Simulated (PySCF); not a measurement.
Rock-salt SnTe (cubic form, which distorts at low temperature) was calculated with MP2 (PySCF, GTH pseudopotentials, Gaussian basis).

The cell has the measured lattice parameters. Conventional cell: a = 6.3160 Å, b = 6.3160 Å, c = 6.3160 Å, α = 90.00°, β = 90.00°, γ = 90.00°.

The correlation energy at a fixed k mesh 2×2×2:

| basis | value (eV/atom) |
|---|---|
| DZ | -2.7365 |
| TZ | -3.6437 |
| QZ | -4.0685 |

Question: Taking the value to converge with the cardinal number X as X^(−3), extrapolate from the last two rows.

Answer: With y = y∞ + c/w and weights w = 27 and 64 for the last two rows, y∞ = (w2 y2 − w1 y1)/(w2 − w1) = (64 × -4.0685 − 27 × -3.6437)/37 = -4.3785 eV/atom, which lies 0.3100 beyond the last row. Successive pairs of rows give -4.0257, -4.3785. The limit also hangs on the law assumed, so its last digits aren't firm.

The other settings are not extrapolated, so this is the limit in one setting alone.

Note: symmetry holds this phase in the static calculation, where it need not be a minimum.
